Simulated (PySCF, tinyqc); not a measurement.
Inside a calculation. Method: harmonic frequencies on the RHF/sto-3g surface (energies and gradients from PySCF), for CH2, spin multiplicity 1. The lowest restricted solution is unstable here: a spin-polarised one lies 0.0253 hartree lower (PySCF). Computed by tinyqc, a small Python program that keeps every step (integrals from PySCF). Settings: charge = 0, multiplicity = 1, basis = sto-3g, delta = 0.005. Command: `OMP_NUM_THREADS=1 python tinyqc.py 23541 23542 out.jsonl` (the two numbers bound the seeds that draw the settings). One thread of a shared host (Intel(R) Xeon(R) Processor @ 2.60GHz), about 1 s of CPU time with the checks.

## One row of the Hessian: 2Hy

optimised positions (bohr), order 1C, 2H, 3H:
$$\begin{pmatrix}
-0.071130 & -0.000946 & -0.126724 \\
0.133330 & 1.599373 & 1.250402 \\
0.020947 & -1.658898 & 1.193127
\end{pmatrix}$$

gradient at +delta (hartree/bohr), order 1C, 2H, 3H:
$$\begin{pmatrix}
-0.00011604 & -0.00123341 & -0.00068683 \\
0.00014175 & 0.00139367 & 0.00087228 \\
-0.00002572 & -0.00016026 & -0.00018544
\end{pmatrix}$$

gradient at -delta (hartree/bohr), order 1C, 2H, 3H:
$$\begin{pmatrix}
0.00011786 & 0.00123929 & 0.00069971 \\
-0.00014346 & -0.00139878 & -0.00088399 \\
0.00002560 & 0.00015948 & 0.00018429
\end{pmatrix}$$

Displace 2Hy by +/-0.005 bohr; H(k, :) = (g(+) - g(-)) / (2 delta).

row of the Hessian (hartree/bohr^2): 1Cx -0.02338968, 1Cy -0.24727044, 1Cz -0.13865423, 2Hx 0.02852125, 2Hy 0.27924441, 2Hz 0.17562694, 3Hx -0.00513157, 3Hy -0.03197397, 3Hz -0.03697271

## Hessian by finite differences

All rows are made in the same way, and the matrix is symmetrised.

Hessian (symmetrised) (hartree/bohr^2):
```
             1Cx          1Cy          1Cz          2Hx          2Hy          2Hz          3Hx          3Hy
1Cx   0.00554198   0.01660698   0.04518616  -0.00409602  -0.02338915  -0.03013092  -0.00144572   0.00678215
1Cy   0.01660698   0.50947485   0.00022870  -0.03137665  -0.24727021  -0.21084217   0.01476967  -0.26220509
1Cz   0.04518616   0.00022870   0.40831051  -0.02778149  -0.13865343  -0.21029693  -0.01740477   0.13842472
2Hx  -0.00409602  -0.03137665  -0.02778149   0.00395557   0.02852071   0.02734762   0.00014033   0.00285592
2Hy  -0.02338915  -0.24727021  -0.13865343   0.02852071   0.27924441   0.17562624  -0.00513158  -0.03197397
2Hz  -0.03013092  -0.21084217  -0.21029693   0.02734762   0.17562624   0.19550149   0.00278335   0.03521579
3Hx  -0.00144572   0.01476967  -0.01740477   0.00014033  -0.00513158   0.00278335   0.00130527  -0.00963806
3Hy   0.00678215  -0.26220509   0.13842472   0.00285592  -0.03197397   0.03521579  -0.00963806   0.29417928
3Hz  -0.01505525   0.21061350  -0.19801415   0.00043387  -0.03697292   0.01479574   0.01462143  -0.17364043

             3Hz
1Cx  -0.01505525
1Cy   0.21061350
1Cz  -0.19801415
2Hx   0.00043387
2Hy  -0.03697292
2Hz   0.01479574
3Hx   0.01462143
3Hy  -0.17364043
3Hz   0.18321869
```

## Normal modes

masses (u): 1C 12.000000, 2H 1.007825, 3H 1.007825

Diagonalise H_ij / sqrt(m_i m_j); the 6 smallest eigenvalues belong to translations and rotations; wavenumber = sqrt(eigenvalue / 1822.888) x 219474.63; each mode has its largest component positive (the first on a tie); zero-point energy = sum of wavenumbers / 2, with 349.755 1/cm per kcal/mol.

eigenvalues of the mass-weighted Hessian (hartree/(bohr^2 u)): [-0.000003, 0.000000, 0.000000, 0.000000, 0.000001, 0.000002, 0.123464, 0.432615, 0.470837]

harmonic wavenumbers of the vibrations (1/cm): [1806.2, 3381.1, 3527.3]

mass-weighted modes, order 1Cx, 1Cy, 1Cz, 2Hx, 2Hy, 2Hz, 3Hx, 3Hy, 3Hz:
$$\begin{pmatrix}
-0.032754 & 0.025384 & -0.010355 \\
0.006366 & -0.004924 & -0.300232 \\
-0.297883 & 0.230863 & -0.005270 \\
0.041581 & -0.063060 & 0.065007 \\
-0.443816 & -0.549991 & 0.508815 \\
0.506335 & -0.408141 & 0.437853 \\
0.071441 & -0.024531 & -0.029277 \\
0.421849 & 0.566983 & 0.527175 \\
0.521551 & -0.388480 & -0.419668
\end{pmatrix}$$

zero-point energy = 12.458131 kcal/mol
